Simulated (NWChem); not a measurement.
**SiF2 (SMILES F[Si]F) at 4 levels**

We compute a comparison of 4 runs (M06-2X/def2-TZVP, r2SCAN/def2-TZVP, B3LYP/def2-TZVP, CAM-B3LYP/def2-TZVP) of SiF2. 

The results are computed with NWChem 7.3.0.

## 1. The structure to begin with

SiF2 has 3 atoms, charge 0, and is taken as a singlet. As SMILES, `F[Si]F`. The coordinates come from a PBE0-D4/def2-TZVP relaxation.

Bond lengths: F1–Si2 1.602 Å, Si2–F3 1.602 Å. Angles: F1–Si2–F3 100.6°.

## 2. Energy and forces at M06-2X/def2-TZVP (run 1)

The input, run.nw:

```
START run
memory total 2200 mb
charge 0

GEOMETRY noautosym nocenter noautoz
  F        0.166300       1.246800       0.229400
  Si      -0.594900      -0.046400      -0.330100
  F        0.428600      -1.200400       0.100700
END

BASIS spherical bse
  * library def2-TZVP
END

DFT
  xc m06-2x
  grid fine
  convergence energy 1e-08
  iterations 100
  mulliken
  print low
END

TASK dft gradient
```

On the command line:

```console
nwchem run.nw > run.out
```

The log of the run:

```text
[...]
 d= 0,ls=0.0,diis     1   -489.2085398463 -5.90D+02  8.34D-03  8.96D-01     2.0
[...]
 d= 0,ls=0.0,diis     8   -489.2921017063 -1.81D-09  2.73D-07  2.57D-09    12.0
         Total DFT energy =     -489.292101706282
      One electron energy =     -880.532886947966
           Coulomb energy =      332.412461024831
    Exchange-Corr. energy =      -41.830096679307
 Nuclear repulsion energy =      100.658420896160
[...]
      Total Density - Mulliken Population Analysis
     ---------------------------------------------
    Atom       Charge   Shell Charges
 -----------   ------   -------------------------------------------------------
    1 F    9     9.29   0.77  1.20  0.61  0.96  0.35  2.26  2.17  0.95  0.00  0.01  0.00
    2 Si  14    13.42   2.00  0.57  1.39  1.10  0.79  4.12  1.70  0.49  0.64  0.13  0.21  0.17  0.11
    3 F    9     9.29   0.77  1.20  0.61  0.96  0.35  2.26  2.17  0.95  0.00  0.01  0.00
[...]
                         DFT ENERGY GRADIENTS
    atom               coordinates                        gradient
                 x          y          z           x          y          z
   1 F       0.314261   2.356110   0.433503    0.000557   0.002977   0.000635
   2 Si     -1.124198  -0.087683  -0.623799   -0.001740  -0.000132  -0.000965
   3 F       0.809937  -2.268427   0.190295    0.001183  -0.002845   0.000330
 Task  times  cpu:       17.0s     wall:       17.0s
 Total times  cpu:       17.1s     wall:       17.1s
```

Wall time 18 s (1 thread of Intel Xeon Platinum 8488C (Sapphire Rapids), shared host); peak memory 0.12 GiB.

## 3. Energy and gradient at r2SCAN/def2-TZVP (run 2)

The input, m1.nw:

```
start m1
title "F2Si gradient"
memory total 2200 mb
charge 0

geometry units bohr noautosym nocenter noautoz
F      0.31426145     2.35611053     0.43350317
Si    -1.12419807    -0.08768329    -0.62379859
F      0.80993662    -2.26842724     0.19029542
end

basis spherical bse
* library def2-TZVP
end

dft
xc r2scan
grid fine
convergence energy 1e-08
maxiter 100
mulliken
print low
end

task dft gradient
```

On the command line:

```console
nwchem m1.nw > m1.out
```

The log of the run:

```text
[...]
 d= 0,ls=0.0,diis     1   -489.1762252017 -5.90D+02  1.15D-02  1.04D+00     1.8
[...]
 d= 0,ls=0.0,diis     8   -489.2634318720  5.51D-09  9.28D-07  1.05D-07    11.6
         Total DFT energy =     -489.263431871995
      One electron energy =     -880.598113464192
           Coulomb energy =      332.474254245399
    Exchange-Corr. energy =      -41.797986411047
 Nuclear repulsion energy =      100.658413757844
[...]
      Total Density - Mulliken Population Analysis
     ---------------------------------------------
    Atom       Charge   Shell Charges
 -----------   ------   -------------------------------------------------------
    1 F    9     9.28   0.77  1.20  0.62  0.97  0.35  2.27  2.17  0.93  0.00  0.01  0.00
    2 Si  14    13.44   2.00  0.58  1.39  1.07  0.79  4.11  1.70  0.48  0.70  0.15  0.21  0.17  0.09
    3 F    9     9.28   0.77  1.20  0.62  0.97  0.35  2.27  2.17  0.93  0.00  0.01  0.00
[...]
                         DFT ENERGY GRADIENTS
    atom               coordinates                        gradient
                 x          y          z           x          y          z
   1 F       0.314261   2.356111   0.433503   -0.000626  -0.000914  -0.000443
   2 Si     -1.124198  -0.087683  -0.623799    0.001433   0.000115   0.000795
   3 F       0.809937  -2.268427   0.190295   -0.000807   0.000799  -0.000352
 Task  times  cpu:       17.0s     wall:       17.0s
 Total times  cpu:       17.1s     wall:       17.1s
```

Wall time 18 s (1 thread of Intel Xeon Platinum 8488C (Sapphire Rapids), shared host); peak memory 0.12 GiB.

Run 3 isn't shown in full; the table further down has it.

## 4. Energy and gradient at CAM-B3LYP/def2-TZVP (run 4)

The input, work.nw:

```
start work
memory total 2200 mb
charge 0

geometry units angstroms noautosym nocenter noautoz
 F      0.166300     1.246800     0.229400
 Si    -0.594900    -0.046400    -0.330100
 F      0.428600    -1.200400     0.100700
end

basis spherical bse
 * library def2-TZVP
end

dft
 xc xcamb88 1.00 lyp 0.81 vwn_5 0.19 hfexch 1.00
 cam 0.33 cam_alpha 0.19 cam_beta 0.46
 grid fine
 convergence energy 1e-08
 direct
 iterations 100
 mulliken
 print medium
end

task dft gradient
```

On the command line:

```console
nwchem work.nw > work.out
```

The log of the run:

```text
[...]
          Wavefunction type:  closed shell.
          No. of atoms     :     3
          No. of electrons :    32
[...]
          Charge           :     0
          Spin multiplicity:     1
[...]
          AO basis - number of functions:    99
[...]
              XC Information
              --------------
                     Hartree-Fock (Exact) Exchange  1.000
                   CAM-Becke88 Exchange Functional  1.000
                      VWN V Correlation Functional  0.190 local
              Lee-Yang-Parr Correlation Functional  0.810
[...]
 d= 0,ls=0.0,diis     1   -489.2520840231 -5.90D+02  8.31D-03  1.09D+00     5.2
[...]
 d= 0,ls=0.0,diis     8   -489.3432829853 -1.84D-09  3.74D-07  8.78D-09    39.1
         Total DFT energy =     -489.343282985316
      One electron energy =     -880.577352393688
           Coulomb energy =      332.446104924120
    Exchange-Corr. energy =      -41.870456411909
 Nuclear repulsion energy =      100.658420896160
[...]
  wavefunction    = closed shell
[...]
                         DFT ENERGY GRADIENTS
    atom               coordinates                        gradient
                 x          y          z           x          y          z
   1 F       0.314261   2.356110   0.433503    0.000167   0.000788   0.000179
   2 Si     -1.124198  -0.087683  -0.623799   -0.000501  -0.000036  -0.000277
   3 F       0.809937  -2.268427   0.190295    0.000334  -0.000752   0.000099
[...]
```

Run time: 74 s. Hardware: 1 thread of Intel Xeon Platinum 8488C (Sapphire Rapids), shared host; peak memory 0.12 GiB.

## 5. Overview of the runs

| run | level | energy (Eh) | largest force (eV/Å) | wall time |
| --- | --- | --- | --- | --- |
| 1 | M06-2X/def2-TZVP | -489.292102 | 0.159 | 18 s |
| 2 | r2SCAN/def2-TZVP | -489.263432 | 0.084 | 18 s |
| 3 | B3LYP/def2-TZVP | -489.397049 | 0.283 | 16 s |
| 4 | CAM-B3LYP/def2-TZVP | -489.343283 | 0.043 | 74 s |

## 6. What came out

```
                       quantity          value
            run 4: total energy  -489.34328 Eh
           run 4: dipole moment         1.18 D
             run 4: HOMO energy       -9.69 eV
             run 4: LUMO energy       -1.02 eV
           run 4: HOMO–LUMO gap        8.67 eV
run 4: largest force on an atom     0.043 eV/Å
```

**Reading.** Totals of different functionals can't be ranked against each other. All runs together took 2.1 min, the longest 74 s.
